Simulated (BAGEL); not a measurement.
# A workflow on singlet [BNH3]+

Wanted: the energy (singlet [BNH3]+, HF/def2-SVP), then a single-point energy (doublet BNH3, NEVPT2(3,3)/def2-SVP), then a single-point energy (doublet BNH3, CASPT2(3,3)/def2-SVP) of BH3N. 

The calculation is run with BAGEL 1.2.2.

3 further runs of the same task are left out: 3 set aside as unsound or not needed.

## Step 1: The system as given

[BNH3]+: 5 atoms, total charge +1, spin state singlet. As SMILES of the parent species, `B[NH]`. The B1–H3 distance was set to 1.392 Å, away from the relaxed value. That shape belongs to the parent species and isn't relaxed for this state.

Bond lengths: B1–N2 1.329 Å, B1–H4 1.204 Å, N2–H5 0.999 Å. Angles: B1–N2–H5 163.9°, N2–B1–H4 121.2°. A long bond or contact: B1–H3 1.392 Å.

## Step 2: A single-point energy at HF/def2-SVP (density fitting with svp-jkfit) (run 1)

Contents of job.json:

```json
{ "bagel": [

{
  "title": "molecule",
  "basis": "svp",
  "df_basis": "svp-jkfit",
  "angstrom": false,
  "geometry": [
    { "atom": "B", "xyz": [ -0.55784715, -0.49039527, -0.44354518 ] },
    { "atom": "N", "xyz": [  1.03330224,  1.44714093, -0.30786284 ] },
    { "atom": "H", "xyz": [ -0.78385840, -2.09268271,  1.62988878 ] },
    { "atom": "H", "xyz": [ -1.79240523, -0.87400967, -2.31494096 ] },
    { "atom": "H", "xyz": [  2.31302478,  2.70664339,  0.27625150 ] }
  ]
},
{
  "title": "hf",
  "charge": 1
},
{
  "title": "print",
  "file": "orbitals.molden",
  "orbitals": true
}

]}
```

On the command line:

```sh
BAGEL_NUM_THREADS=1 BAGEL job.json > job.out
```

Log:

```text
* using 1 threads per process

  ===============================================================
  ===============================================================

  *** Geometry ***

  { "atom" : "B", "xyz" : [     -0.557847,     -0.490395,     -0.443545 ] },
  { "atom" : "N", "xyz" : [      1.033302,      1.447141,     -0.307863 ] },
  { "atom" : "H", "xyz" : [     -0.783858,     -2.092683,      1.629889 ] },
  { "atom" : "H", "xyz" : [     -1.792405,     -0.874010,     -2.314941 ] },
  { "atom" : "H", "xyz" : [      2.313025,      2.706643,      0.276251 ] },

  Number of auxiliary basis functions:      206

  Since a DF basis is specified, we compute 2- and 3-index integrals:
    o Being stored without compression. Storage requirement is 0.003 GB

  Number of basis functions:       43
  Number of electrons      :       15

    * METHOD: MOLECULE                             0.03

  *** RHF ***

  === Nuclear Repulsion ===
    26.7250740245

      * DIIS with orbital gradients will be used.

  === RHF iteration (svp) ===
      0        -80.22592744          0.03130294           0.00
      1        -80.28330188          0.02920315           0.00
      2        -80.36902827          0.00480039           0.00
      3        -80.37767974          0.00207509           0.00
      4        -80.37980843          0.00069658           0.00
      5        -80.38002726          0.00008098           0.00
      6        -80.38002853          0.00001692           0.00
      7        -80.38002859          0.00000378           0.00
      8        -80.38002860          0.00000184           0.00
      9        -80.38002860          0.00000083           0.00
     10        -80.38002860          0.00000032           0.00
     11        -80.38002860          0.00000016           0.00
     12        -80.38002860          0.00000012           0.00
     13        -80.38002860          0.00000009           0.00
     14        -80.38002860          0.00000004           0.00
     15        -80.38002860          0.00000002           0.00
     16        -80.38002860          0.00000000           0.00
    * SCF iteration converged.

    * Permanent dipole moment:
           (   -0.196827,    -0.100769,    -0.237561) a.u.

    * METHOD: HF                                   0.08

    * METHOD: PRINT                                0.00

  ===============================================================
```

Wall time 0.36 s (1 thread of Arm Neoverse V2, shared host); peak memory 0.14 GiB.

## Step 3: Doublet neutral BNH3: a single-point energy at NEVPT2(3,3)/def2-SVP (density fitting with svp-jkfit) (run 2)

Contents of input.json:

```json
{ "bagel" : [

{
  "title" : "molecule",
  "basis" : "svp",
  "df_basis" : "svp-jkfit",
  "angstrom" : false,
  "geometry" : [
    { "atom" : "B", "xyz" : [ -0.55784715, -0.49039527, -0.44354518 ] },
    { "atom" : "N", "xyz" : [  1.03330224,  1.44714093, -0.30786284 ] },
    { "atom" : "H", "xyz" : [ -0.78385840, -2.09268271,  1.62988878 ] },
    { "atom" : "H", "xyz" : [ -1.79240523, -0.87400967, -2.31494096 ] },
    { "atom" : "H", "xyz" : [  2.31302478,  2.70664339,  0.27625150 ] }
  ]
},
{
  "title" : "hf",
  "charge" : 1
},
{
  "title" : "casscf",
  "nstate" : 1,
  "nact" : 3,
  "nclosed" : 6,
  "nspin" : 1,
  "active" : [7, 8, 11],
  "maxiter" : 200,
  "natocc" : true
},
{
  "title" : "nevpt2",
  "nstate" : 1,
  "nact" : 3,
  "nclosed" : 6,
  "nspin" : 1,
  "active" : [7, 8, 11],
  "maxiter" : 200,
  "natocc" : true,
  "ncore" : 2
},
{
  "title" : "print",
  "file" : "orbitals.molden",
  "orbitals" : true
}

]}
```

On the command line:

```sh
BAGEL_NUM_THREADS=1 BAGEL input.json > input.out
```

Log:

```text
* using 1 threads per process

  ===============================================================
  ===============================================================

  *** Geometry ***

  { "atom" : "B", "xyz" : [     -0.557847,     -0.490395,     -0.443545 ] },
  { "atom" : "N", "xyz" : [      1.033302,      1.447141,     -0.307863 ] },
  { "atom" : "H", "xyz" : [     -0.783858,     -2.092683,      1.629889 ] },
  { "atom" : "H", "xyz" : [     -1.792405,     -0.874010,     -2.314941 ] },
  { "atom" : "H", "xyz" : [      2.313025,      2.706643,      0.276251 ] },

  Number of auxiliary basis functions:      206

  Since a DF basis is specified, we compute 2- and 3-index integrals:
    o Being stored without compression. Storage requirement is 0.003 GB

  Number of basis functions:       43
  Number of electrons      :       15

    * METHOD: MOLECULE                             0.03

  *** RHF ***

  === Nuclear Repulsion ===
    26.7250740245

      * DIIS with orbital gradients will be used.

  === RHF iteration (svp) ===
      0        -80.22592744          0.03130294           0.00
      1        -80.28330188          0.02920315           0.00
      2        -80.36902827          0.00480039           0.00
      3        -80.37767974          0.00207509           0.00
      4        -80.37980843          0.00069658           0.00
      5        -80.38002726          0.00008098           0.00
      6        -80.38002853          0.00001692           0.00
      7        -80.38002859          0.00000378           0.00
      8        -80.38002860          0.00000184           0.00
      9        -80.38002860          0.00000083           0.00
     10        -80.38002860          0.00000032           0.00
     11        -80.38002860          0.00000016           0.00
     12        -80.38002860          0.00000012           0.00
     13        -80.38002860          0.00000009           0.00
     14        -80.38002860          0.00000004           0.00
     15        -80.38002860          0.00000002           0.00
     16        -80.38002860          0.00000000           0.00
    * SCF iteration converged.

    * Permanent dipole moment:
           (   -0.196827,    -0.100769,    -0.237561) a.u.

    * METHOD: HF                                   0.08

  ---------------------------
      CASSCF calculation
  ---------------------------

    ==== Active orbitals : =====
         Orbital 7
         Orbital 8
         Orbital 11
    ============================

    * nstate   :      1
    * nclosed  :      6
    * nact     :      3
    * nvirt    :     34
  === CASSCF iteration (svp) ===

    * Using the second-order algorithm

      0  0       -80.72420518     3.29e-02      0.00

      1  0       -80.76600961     1.54e-03      0.02

      2  0       -80.78007295     2.01e-03      0.02

      3  0       -80.78192292     3.55e-04      0.02

      4  0       -80.78195222     8.51e-05      0.02

      5  0       -80.78195331     1.98e-05      0.02

      6  0       -80.78195336     4.47e-06      0.02

      7  0       -80.78195336     9.99e-07      0.02

      8  0       -80.78195336     2.22e-07      0.02

      9  0       -80.78195336     4.92e-08      0.02

     10  0       -80.78195336     1.09e-08      0.02

     11  0       -80.78195336     2.40e-09      0.02

    * Second-order optimization converged. *

     guess   0:   closed 1..                  open .1.

  === FCI iteration ===

      0  0       -80.76321521     4.96e-02      0.00
      1  0       -80.78176979     4.04e-03      0.00
      2  0       -80.78194536     8.46e-04      0.00
      3  0       -80.78195272     2.26e-04      0.00
      4  0       -80.78195336     6.57e-06      0.00
      5  0       -80.78195336     4.28e-07      0.00
      6  0       -80.78195336     3.28e-08      0.00
      7  0 *     -80.78195336     7.61e-16      0.00

     * ci vector, state   0, <S^2> = 0.7500
       2a.    -0.9916921346
       .a2    -0.1047740751

    * METHOD: CASSCF                               0.25

    * freezing 2 orbitals

  === DF-NEVPT2 calculation ===

    * 3-index integral transformation done
    * assembly done

      NEVPT2 correlation energy:   -0.2174031331      0.02

          (+0)     -0.1314134551
          (+0)'    -0.0194258305
          (+1)     -0.0096725361
          (+1)'    -0.0002334493
          (+2)     -0.0001904554
          (-1)     -0.0445207371
          (-1)'    -0.0019352590
          (-2)     -0.0100114107

      NEVPT2 total energy:        -80.9993564960

    * METHOD: NEVPT2                               0.03

    * METHOD: PRINT                                0.00

  ===============================================================
```

Wall time 0.62 s (1 thread of Arm Neoverse V2, shared host); peak memory 0.14 GiB.

## Step 4: Doublet neutral BNH3: the energy at CASPT2(3,3)/def2-SVP (density fitting with svp-jkfit) (run 3)

Contents of caspt2.json:

```json
{ "bagel": [

{
  "title": "molecule",
  "basis": "svp",
  "df_basis": "svp-jkfit",
  "geometry": [
    { "atom": "B", "xyz": [    -0.55784715,    -0.49039527,    -0.44354518 ] },
    { "atom": "N", "xyz": [     1.03330224,     1.44714093,    -0.30786284 ] },
    { "atom": "H", "xyz": [    -0.78385840,    -2.09268271,     1.62988878 ] },
    { "atom": "H", "xyz": [    -1.79240523,    -0.87400967,    -2.31494096 ] },
    { "atom": "H", "xyz": [     2.31302478,     2.70664339,     0.27625150 ] }
  ]
},

{
  "title": "hf",
  "charge": 1
},

{
  "title": "casscf",
  "nstate": 1,
  "nact": 3,
  "nclosed": 6,
  "nspin": 1,
  "active": [7, 8, 11],
  "maxiter": 200,
  "natocc": true
},

{
  "title": "print",
  "file": "orbitals.molden",
  "orbitals": true
},

{
  "title": "smith",
  "method": "caspt2",
  "ms": true,
  "xms": true,
  "sssr": true,
  "shift": 0.2,
  "shift_imag": true,
  "ncore": 2
}

]}
```

On the command line:

```sh
BAGEL_NUM_THREADS=1 BAGEL caspt2.json > caspt2.out
```

Log:

```text
* using 1 threads per process

  ===============================================================
  ===============================================================

  *** Geometry ***

  { "atom" : "B", "xyz" : [     -0.557847,     -0.490395,     -0.443545 ] },
  { "atom" : "N", "xyz" : [      1.033302,      1.447141,     -0.307863 ] },
  { "atom" : "H", "xyz" : [     -0.783858,     -2.092683,      1.629889 ] },
  { "atom" : "H", "xyz" : [     -1.792405,     -0.874010,     -2.314941 ] },
  { "atom" : "H", "xyz" : [      2.313025,      2.706643,      0.276251 ] },

  Number of auxiliary basis functions:      206

  Since a DF basis is specified, we compute 2- and 3-index integrals:
    o Being stored without compression. Storage requirement is 0.003 GB

  Number of basis functions:       43
  Number of electrons      :       15

    * METHOD: MOLECULE                             0.03

  *** RHF ***

  === Nuclear Repulsion ===
    26.7250740245

      * DIIS with orbital gradients will be used.

  === RHF iteration (svp) ===
      0        -80.22592744          0.03130294           0.00
      1        -80.28330188          0.02920315           0.00
      2        -80.36902827          0.00480039           0.00
      3        -80.37767974          0.00207509           0.00
      4        -80.37980843          0.00069658           0.00
      5        -80.38002726          0.00008098           0.00
      6        -80.38002853          0.00001692           0.00
      7        -80.38002859          0.00000378           0.00
      8        -80.38002860          0.00000184           0.00
      9        -80.38002860          0.00000083           0.00
     10        -80.38002860          0.00000032           0.00
     11        -80.38002860          0.00000016           0.00
     12        -80.38002860          0.00000012           0.00
     13        -80.38002860          0.00000009           0.00
     14        -80.38002860          0.00000004           0.00
     15        -80.38002860          0.00000002           0.00
     16        -80.38002860          0.00000000           0.00
    * SCF iteration converged.

    * Permanent dipole moment:
           (   -0.196827,    -0.100769,    -0.237561) a.u.

    * METHOD: HF                                   0.08

  ---------------------------
      CASSCF calculation
  ---------------------------

    ==== Active orbitals : =====
         Orbital 7
         Orbital 8
         Orbital 11
    ============================

    * nstate   :      1
    * nclosed  :      6
    * nact     :      3
    * nvirt    :     34
  === CASSCF iteration (svp) ===

    * Using the second-order algorithm

      0  0       -80.72420518     3.29e-02      0.00

      1  0       -80.76600961     1.54e-03      0.03

      2  0       -80.78007295     2.01e-03      0.02

      3  0       -80.78192292     3.55e-04      0.03

      4  0       -80.78195222     8.51e-05      0.02

      5  0       -80.78195331     1.98e-05      0.03

      6  0       -80.78195336     4.47e-06      0.03

      7  0       -80.78195336     9.99e-07      0.03

      8  0       -80.78195336     2.22e-07      0.03

      9  0       -80.78195336     4.92e-08      0.02

     10  0       -80.78195336     1.09e-08      0.02

     11  0       -80.78195336     2.40e-09      0.02

    * Second-order optimization converged. *

     guess   0:   closed 1..                  open .1.

  === FCI iteration ===

      0  0       -80.76321521     4.96e-02      0.00
      1  0       -80.78176979     4.04e-03      0.00
      2  0       -80.78194536     8.46e-04      0.00
      3  0       -80.78195272     2.26e-04      0.00
      4  0       -80.78195336     6.57e-06      0.00
      5  0       -80.78195336     4.28e-07      0.00
      6  0       -80.78195336     3.28e-08      0.00
      7  0 *     -80.78195336     7.61e-16      0.00

     * ci vector, state   0, <S^2> = 0.7500
       2a.    -0.9916921346
       .a2    -0.1047740751

    * METHOD: CASSCF                               0.29

    * METHOD: PRINT                                0.00

  === SMITH program ===

    * freezing 2 orbitals

    * Approximate memory requirement for SMITH calulation per MPI process:
      o Storage requirement for T-amplitude, lambda, and residual is 0.00 GB
      o Storage requirement for MO integrals is 0.00 GB
    * Calculating and saving rdm4f

    * Zeroth order energy : state  0       -1.1441999938

    * CASPT2 iteration is performed using orthogonal basis

      -------------------------------------------  CASPT2 iteration  ---------------------------------------------------
       #      aibj      arbs      arbi      airj      risj      airs      arst      rist         Etot      error   time
      ------------------------------------------------------------------------------------------------------------------

       0  -0.13106  -0.01210  -0.04780  -0.01088  -0.00028  -0.01939  -0.00213  -0.00024   -0.2238749  0.0017996   0.01
       1  -0.13111  -0.01213  -0.04786  -0.01092  -0.00029  -0.01959  -0.00216  -0.00025   -0.2243121  0.0002820   0.01
       2  -0.13112  -0.01213  -0.04787  -0.01092  -0.00029  -0.01959  -0.00216  -0.00025   -0.2243225  0.0000443   0.01
       3  -0.13112  -0.01213  -0.04786  -0.01092  -0.00029  -0.01959  -0.00216  -0.00025   -0.2243227  0.0000085   0.01
       4  -0.13112  -0.01213  -0.04786  -0.01092  -0.00029  -0.01959  -0.00216  -0.00025   -0.2243227  0.0000016   0.01
       5  -0.13112  -0.01213  -0.04786  -0.01092  -0.00029  -0.01959  -0.00216  -0.00025   -0.2243227  0.0000003   0.01

      ------------------------------------------------------------------------------------------------------------------

    * CASPT2 energy : state  0      -81.0076555873
        w/o shift correction        -81.0062760998
        reference weight              0.9272321867

    * METHOD: SMITH                                0.09

  ===============================================================
```

Run time: 0.72 s. Hardware: 1 thread of Arm Neoverse V2, shared host; peak memory 0.14 GiB.

## Step 5: Results

| quantity | value |
| --- | --- |
| run 1, HF/def2-SVP: total energy | -80.38003 Eh |
| run 1, HF/def2-SVP: HOMO energy | -21.06 eV |
| run 1, HF/def2-SVP: LUMO energy | -8.73 eV |
| run 1, HF/def2-SVP: HOMO–LUMO gap | 12.33 eV |
| doublet neutral BNH3, run 2: total energy | -80.99936 Eh |
| doublet neutral BNH3, run 3: total energy | -81.00766 Eh |
